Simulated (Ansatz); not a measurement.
Elements on the sites of an ideal fcc lattice, at a guessed lattice constant:

```
Pd Au
1.0
    -4.01660   -4.01660    0.00000
     0.00000    4.01660    4.01660
    -4.01660    4.01660   -4.01660
Pd Au
8 4
Direct
  0.83333 0.16667 0.66667
  0.33333 0.16667 0.66667
  0.66667 0.33333 0.33333
  0.16667 0.33333 0.33333
  0.83333 0.66667 0.66667
  0.33333 0.66667 0.66667
  0.66667 0.83333 0.33333
  0.16667 0.83333 0.33333
  0.50000 0.00000 0.00000
  0.00000 0.00000 0.00000
  0.50000 0.50000 0.00000
  0.00000 0.50000 0.00000
```

Cell and atoms were relaxed without symmetry on coarser meshes and computed once more. Level of theory: Ansatz 0.2.0, DFT r2SCAN, scalar-relativistic, plane waves, PAW.

Cutoff 500 eV; k points 7×7×5 on the computed 12-atom cell (Γ-centred); Gaussian smearing, width 0.10 eV; no spin polarisation.

The relaxation ran on 3×3×2 (shifted) and then 4×4×3 k points with a smearing of 0.1 eV, from sites shaken by 0.02 Å.

Question: What does the relaxation give?

Answer: A volume of 15.82 Å³/atom and no gap on the mesh. It lies 0.03 eV/atom below the elements' standard states (static lattices, no corrections for gases). The atoms leave their sites by 0.03 Å (root mean square) and 0.03 Å at most, and the cell stretches by up to 0.2 % at fixed volume.

```
Pd Au
1.0
    -3.98797   -3.98790    0.00001
    -0.00004    3.98793    3.98826
    -3.97873    3.97867   -3.97896
Pd Au
8 4
Cartesian
  -5.9635 -0.0265 -1.9642
  -3.9695 1.9674 -1.9642
  -4.0099 0.0139 -0.0104
  -2.0159 2.0078 -0.0104
  -5.9635 1.9675 0.0299
  -3.9695 3.9614 0.0299
  -4.0099 2.0078 1.9837
  -2.0159 4.0018 1.9837
  -5.9790 1.9830 -3.9739
  -3.9850 3.9770 -3.9739
  -5.9790 3.9770 -1.9797
  -3.9851 5.9709 -1.9797
```

The final mesh leaves forces up to 0.02 eV/Å and stresses up to 0.4 GPa: the relaxation ran on a coarser mesh, so the cell's shape, its bonds and its energy belong partly to that mesh.

Spin-orbit coupling is left out, which matters for the bands of heavy elements.

Cost: 2 runs of about 15 core-minutes in all (earlier runs that led there not counted), on Arm Neoverse V1 (shared hosts).